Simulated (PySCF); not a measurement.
A GIAO shielding run with PySCF (density fitting, non-relativistic, gas phase) on SMILES C=C/C=C\CF, C5H7F:

```
{"job": {"kind": "nmr", "xc": "PBE0", "basis": "pcSseg-1"}, "charge": 0, "multiplicity": 1}
C      2.252890    -0.814193    -0.598432
C      0.981156    -0.444604    -0.482975
C      0.451722     0.196136     0.700477
C     -0.813825     0.577800     0.869591
C     -1.908558     0.410221    -0.135479
F     -3.081967     0.939544     0.343911
H      2.631699    -1.290831    -1.485760
H      2.960586    -0.649445     0.197571
H      0.289467    -0.622386    -1.295033
H      1.160865     0.363830     1.499832
H     -1.128312     1.047425     1.789986
H     -1.691114     0.934993    -1.074495
H     -2.108998    -0.648004    -0.346922
```

Hardware: 1 thread of an x86-64 server CPU, shared host. The job also computes population analyses, field gradients.

Q: How large is the calculation?

A: 46 electrons, 137 basis functions and 706 auxiliary functions.

Q: How long does it take?

A: 11 s of wall time, with 14 SCF cycles and 5 response iterations. Times on a shared host scatter by some tens of per cent.

Q: And these other runs on the same molecule and hardware: spin–spin coupling at B3LYP/pcJ-1?

A: B3LYP/pcJ-1: 232 functions, 25 s.
